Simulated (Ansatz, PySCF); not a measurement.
Molecule: C3H8N, net charge -1, singlet state. It need not be the lowest isomer of its formula. Whether it binds its extra electron was not tested at this geometry. 
Structure (B3LYP-D3(BJ)/def2-TZVP (Ansatz, a quantum-chemistry and plane-wave program) minimum search):
SMILES: CN(C)[CH2-]
```xyz
12

N     -0.0021     0.0421     0.3792
C     -0.0075     1.4466    -0.1838
C      1.1787    -0.6472    -0.0718
C     -1.1704    -0.6608    -0.0835
H      0.8618     1.9446     0.2928
H     -0.8871     1.9344     0.2841
H      1.2760    -0.6291    -1.1823
H      1.1757    -1.6909     0.2732
H      2.0703    -0.1567     0.3332
H     -1.2568    -0.6438    -1.1949
H     -2.0715    -0.1807     0.3125
H     -1.1586    -1.7044     0.2616
```
Charge -1, spin multiplicity 1.

Total electronic energies in hartree. Valence correlation only, unless marked. No spin-orbit coupling. No relativistic terms. 

```csv
level,program,energy (Eh)
HF/STO-3G,Ansatz,-170.32204
HF/cc-pVDZ,Ansatz,-172.57431
HF/cc-pVTZ,Ansatz,-172.63287
HF/def2-TZVPD,PySCF,-172.64421
HF-D4/def2-TZVPD,PySCF + dftd4,-172.67950
BLYP/def2-TZVPD,PySCF,-173.77405
revPBE/def2-TZVPD,Ansatz,(withheld)
B97M-V/def2-TZVPD,Ansatz,(withheld)
PBE0/def2-SVP,Ansatz,-173.43285
PBE0-D4/def2-TZVP,Ansatz + dftd4,-173.64450
BHLYP-D3(BJ)/def2-TZVPD,Ansatz + dftd3,-173.74930
r2SCAN0-D4/def2-TZVPD,Ansatz + dftd4,(withheld)
HSE06-D3(BJ)/def2-TZVPD,Ansatz + dftd3,-173.63896
HSE06/def2-TZVPD,Ansatz,-173.63437
MP2/6-31G,Ansatz,-172.85883
MP2/6-31G*,Ansatz,-173.11595
MP2/aug-cc-pVDZ,Ansatz,-173.26791
SCS-MP2/cc-pVTZ,Ansatz,-173.40396
CCSD(T)/6-31G,Ansatz,-172.91655
CCSD(T)/6-31G*,Ansatz,-173.18168
CCSD(T)/aug-cc-pVDZ,Ansatz,-173.34224
CCSD(T)/cc-pVDZ,Ansatz,-173.27012
```

Problem. Some entries are withheld; supply them.

Solution. 
- revPBE/def2-TZVPD, energy (Eh): -173.80874
- B97M-V/def2-TZVPD, energy (Eh): -173.85410
- r2SCAN0-D4/def2-TZVPD, energy (Eh): -173.73245
